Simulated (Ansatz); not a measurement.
We consider 2H MoS₂, described by LDA (plane waves, PAW; Ansatz, a program for electronic structure).

Rigid layers of the crystal as relaxed at this level are moved apart or together:

```tsv
run	k mesh	layer repeat (Å)	energy against free layers (meV/Å²)	gap on the mesh (eV)
1	12×12×4	5.845	-11.94	0.519
2	12×12×4	5.995	-13.23	0.683
3	12×12×4	6.145	-13.01	0.834
4	12×12×4	6.345	-11.54	1.016
5	12×12×4	6.645	-8.57	1.248
6	12×12×4	7.145	-4.43	1.543
7	12×12×2	8.145	-0.88	1.853
8	12×12×2	10.145	-0.01	1.857
```

The lowest energy of these points lies at a layer repeat of 5.99 Å.

Spin–orbit coupling is not included.

Note: the cell comes from a level without a dispersion term, which matters for the spacing of layers, chains or molecules.
